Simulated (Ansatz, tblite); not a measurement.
**The cluster Li4H4: a ladder of methods and basis sets**

How do method and basis change the picture of the cluster Li4H4 (singlet)?

Computed with Ansatz 0.2.0, Gaussian basis. Level: as each input shows.

The runs, in order: GFN1-xTB, GFN2-xTB, PBE-D4/def2-TZVP, r2SCAN-D4/def2-TZVP, B3LYP-D4/def2-TZVP, BHLYP-D4/def2-TZVP, r2SCANh-D4/def2-TZVP, B97M-V/def2-TZVP, BLYP-D4/def2-TZVP, LC-ωPBE/def2-TZVP, ωB97M-V/def2-TZVP, PBE-D4/def2-SVP, PBE0-D4/def2-SVP, HF/STO-3G, PBE0-D4/def2-TZVPD, PBE-D4/def2-TZVPD, r2SCAN-D4/def2-TZVPD, CCSD(T)/def2-TZVPP, MP2/def2-TZVP, RPA/def2-TZVP, CCSD(T)/def2-TZVPD.

## Step 1: The geometry

The geometry is that of the singlet, from an earlier relaxation (r2SCAN-D4/def2-TZVP). At that level it is the lowest of the isomers that a small search found.

8 atoms, charge 0, spin multiplicity 1.

Bond lengths: Li1–Li2 2.504 Å, Li1–Li3 2.504 Å, Li1–Li4 2.504 Å, Li1–H5 1.832 Å, Li1–H6 1.832 Å, Li1–H7 1.832 Å, Li2–Li3 2.504 Å, Li2–Li4 2.504 Å, Li2–H6 1.832 Å, Li2–H7 1.832 Å, Li2–H8 1.832 Å, Li3–Li4 2.504 Å, Li3–H5 1.832 Å, Li3–H7 1.832 Å, Li3–H8 1.832 Å, Li4–H5 1.832 Å, Li4–H6 1.832 Å, Li4–H8 1.832 Å. Angles: Li2–Li1–Li3 60.0°, Li2–Li1–Li4 60.0°, Li2–Li1–H5 92.6°, Li2–Li1–H6 46.9°, Li2–Li1–H7 46.9°, Li3–Li1–Li4 60.0°, Li3–Li1–H5 46.9°, Li3–Li1–H6 92.6°, Li3–Li1–H7 46.9°, Li4–Li1–H5 46.9°, Li4–Li1–H6 46.9°, Li4–Li1–H7 92.6°, H5–Li1–H6 93.7°, H5–Li1–H7 93.7°, H6–Li1–H7 93.7°, Li1–Li2–Li3 60.0°, Li1–Li2–Li4 60.0°, Li1–Li2–H6 46.9° and more.

PBE0-D4/def2-TZVP was run before; its log isn't repeated, and its numbers join the tables.

## Step 2: GFN1-xTB

Tight binding, by tblite at 300 K electronic temperature and without a spin-polarisation term:

```python
tblite.interface.Calculator('GFN1-xTB', numbers, positions, charge=0, uhf=0).singlepoint()
```

Energy -103.4950 eV, HOMO -12.48 eV, LUMO -6.40 eV; 0.002 s.

## Step 3: GFN2-xTB

Tight binding, by tblite at 300 K electronic temperature and without a spin-polarisation term:

```python
tblite.interface.Calculator('GFN2-xTB', numbers, positions, charge=0, uhf=0).singlepoint()
```

Energy -87.7386 eV, HOMO -9.93 eV, LUMO -3.63 eV; 0.002 s.

## Step 4: PBE-D4/def2-TZVP

start.molden holds the orbitals of an earlier run on this state, given as this run's starting guess.

Input file in.yaml:

```yaml
crystal:
  periodic: [false, false, false]
  atoms:
    - {symbol: Li, position_ang: [-0.355877, 0.772526, 1.275951]}
    - {symbol: Li, position_ang: [0.701644, -1.310918, 0.375064]}
    - {symbol: Li, position_ang: [0.935416, 0.850236, -0.868154]}
    - {symbol: Li, position_ang: [-1.281198, -0.311838, -0.782868]}
    - {symbol: H, position_ang: [-0.748961, 1.399179, -0.400318]}
    - {symbol: H, position_ang: [-0.998387, -0.907484, 0.926615]}
    - {symbol: H, position_ang: [1.367413, 0.332736, 0.835630]}
    - {symbol: H, position_ang: [0.379949, -0.824438, -1.361908]}
basis:
  gaussian: {orbitals: def2-TZVP, initial_orbitals: start.molden}
hamiltonian: {xc: pbe, dispersion: d4}
scf: {omitted_lower_state_checks: [starts]}
output: {forces: true, orbitals: {seedname: orbitals}}
```

Launch:

```
ansatz run in.yaml --threads 2 --pin off --events-out ev --progress --plain --max-ram 4352MiB
```

The runs that follow: r2SCAN-D4/def2-TZVP; B3LYP-D4/def2-TZVP; BHLYP-D4/def2-TZVP; r2SCANh-D4/def2-TZVP; B97M-V/def2-TZVP; BLYP-D4/def2-TZVP; LC-ωPBE/def2-TZVP; ωB97M-V/def2-TZVP; PBE-D4/def2-SVP; PBE0-D4/def2-SVP; HF/STO-3G; PBE0-D4/def2-TZVPD; PBE-D4/def2-TZVPD; r2SCAN-D4/def2-TZVPD; CCSD(T)/def2-TZVPP; MP2/def2-TZVP; RPA/def2-TZVP; CCSD(T)/def2-TZVPD.

Before running them: what should the planned runs give, taken together? Wanted: gap in def2-TZVP, named functionals, smallest and largest; correlation energy, CCSD(T)/def2-TZVPP; correlation energy, MP2/def2-TZVP; correlation energy, CCSD(T)/def2-TZVPD; binding an atom, CCSD(T)/def2-TZVPP; PBE0 total energy, smallest basis above largest.

**Answer**, as computed:

```
                                                 quantity                                  value
gap in def2-TZVP, named functionals, smallest and largest  4.46 eV (BLYP-D4), 10.26 eV (LC-ωPBE)
                   correlation energy, CCSD(T)/def2-TZVPP                               -8.08 eV
                        correlation energy, MP2/def2-TZVP                               -6.00 eV
                   correlation energy, CCSD(T)/def2-TZVPD                               -7.53 eV
                      binding an atom, CCSD(T)/def2-TZVPP                               1.995 eV
          PBE0 total energy, smallest basis above largest         0.76 eV (def2-SVP, def2-TZVPD)
```

In words: Orbital gaps of the named functionals in def2-TZVP span 4.46 eV (BLYP-D4) to 10.26 eV (LC-ωPBE); exact exchange widens it. A small miss in a minimal or small basis is a cancelling of errors, not accuracy. The functionals in def2-TZVP miss CCSD(T)/def2-TZVPP by -0.055 (PBE0-D4) to +0.143 eV (B97M-V) an atom. CCSD(T)/def2-TZVPP isn't at the basis-set limit; small misses against it rank nothing.
